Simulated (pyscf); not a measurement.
Thermochemistry of product channels of HO–B(Cl)–Cl + SiH₄ on the singlet surface, in eV, from ωB97M-D3(BJ)/def2-TZVP energies (ideal gas, 1 atm, RRHO with modes under 100 cm⁻¹ raised to 100, one conformer, R ln 2 for chiral ones without a mode under 150 cm⁻¹). PySCF, gas phase, ωB97X-D3(BJ)/def2-SVP geometries.

| products | ΔE | ΔH(298 K) | ΔG(600 K) | ΔG(1200 K) |
|---|---|---|---|---|
| H₃Si–O–B(Cl)–Cl + H₂ | -0.66 | -0.77 | -0.68 | -0.68 |
| HO–B(SiH₃)–Cl + HCl | +1.03 | +1.04 | +0.95 | ___ |
| HO–BH–Cl + H₃Si–Cl | -0.18 | -0.13 | -0.21 | ___ |
| HO–SiH₃ + Cl–BH–Cl | ___ | +0.54 | +0.38 | +0.23 |

Some entries are withheld; supply them.


- HO–B(SiH₃)–Cl + HCl, ΔG(1200 K): +0.83
- HO–BH–Cl + H₃Si–Cl, ΔG(1200 K): -0.28
- HO–SiH₃ + Cl–BH–Cl, ΔE: +0.53

These are energies of the channels, which say nothing of barriers.
